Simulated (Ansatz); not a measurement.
# 1T (CdI2-type) TiTe2

Calculation: PBE-D3(BJ) (plane waves, PAW; Ansatz, an electronic-structure program).

Numerical settings: plane-wave cutoff 520 eV, 18×18×10 k mesh (along the axes of the cell as run), Fermi–Dirac smearing 0.05 eV, no spin polarisation, scalar-relativistic PAW data made under PBE.

Cell (relaxed at this level):

```cif
data_Te2Ti
_chemical_formula_sum 'Ti1 Te2'
_space_group_name_H-M_alt 'P-3m1'
_space_group_IT_number 164
_space_group_name_Hall '-P 3 2"'
_cell_length_a 3.69770
_cell_length_b 3.69770
_cell_length_c 6.38383
_cell_angle_alpha 90.000
_cell_angle_beta 90.000
_cell_angle_gamma 120.000
loop_
_atom_site_label
_atom_site_type_symbol
_atom_site_symmetry_multiplicity
_atom_site_Wyckoff_symbol
_atom_site_fract_x
_atom_site_fract_y
_atom_site_fract_z
_atom_site_occupancy
Ti1 Ti 1 a 0.00000 0.00000 0.00000 1
Te1 Te 2 d 0.66667 0.33333 0.27103 1
```

```json
{
  "equilibrium_lattice_constant_a": "3.698 Å",
  "c axis length": "6.384 Å"
}
```

Note: the volume lies 6 % below that of the published cell.

Spin–orbit coupling is not included.

The computed numbers hold no vibrational or temperature effects.

It cost about 4 core-minutes (a rough figure) of CPU time.
